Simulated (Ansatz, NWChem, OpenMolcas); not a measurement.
## C4H4N2 (pyrazine): the atomisation enthalpy at 298 K, rung by rung

The species is C4H4N2 (10 atoms), meant as a singlet with charge 0. As SMILES, `c1cnccn1`. The coordinates come from a PBE0-D4/def2-TZVP relaxation.

```xyz
10

C     0.4766   -0.9477   -0.8002
C    -0.4986   -1.2171    0.1506
N    -0.9726   -0.2761    0.9567
C    -0.4600    0.9375    0.8007
C     0.5152    1.2069   -0.1500
N     0.9893    0.2659   -0.9561
H     0.8514   -1.7326   -1.4507
H    -0.9054   -2.2180    0.2622
H    -0.8348    1.7224    1.4512
H     0.9220    2.2078   -0.2617
```

Each level gives the atomisation enthalpy at 298 K (kJ/mol). The values are calculated. The thermal term (zero-point and 298 K enthalpy, harmonic and unscaled) is that of PBE/def2-SVP; the spin-orbit lowering of the free atoms at 298 K, 0.1 kJ/mol by their spectra, is taken off.

**The experiment to reproduce.** CRC Handbook of Chemistry and Physics gives the atomisation enthalpy at 298 K of the gas as 4488 kJ/mol.

```
         level                    kind     program  value (kJ/mol)  computed − measured  CPU time (all runs)
  BLYP/cc-pVDZ                     GGA      Ansatz            4456                  -32                5.2 s
 M06-L/cc-pVDZ                meta-GGA  OpenMolcas            4447                  -41              1.8 min
 B3LYP/cc-pVDZ           global hybrid      Ansatz            4422                  -66                6.1 s
M06-2X/cc-pVDZ         hybrid meta-GGA  OpenMolcas            4441                  -47                 89 s
 HSE06/cc-pVDZ  range-separated hybrid      Ansatz            4504                  +16                6.8 s
 wB97X/cc-pVDZ  range-separated hybrid      NWChem            4432                  -56              1.7 min
B2PLYP/cc-pVDZ           double hybrid      Ansatz            4340                 -148                8.8 s
  CCSD/cc-pVDZ   coupled cluster or CI      Ansatz            3981                 -507                 24 s
```

Nearest: HSE06/cc-pVDZ (+16 kJ/mol); farthest: CCSD/cc-pVDZ (-507 kJ/mol). Computed less measured by kind, in kJ/mol (cc-pVDZ rows): GGA -32; meta-GGA -41; global hybrid -66 to -47; range-separated hybrid -56 to +16; double hybrid -148; coupled cluster or CI -507. In a finite basis correlated wave-function methods underbind, so their errors here aren't those of the basis-set limit. Times are those of the runs behind each value, whatever else they computed, on shared processors of several kinds: orders of magnitude only.
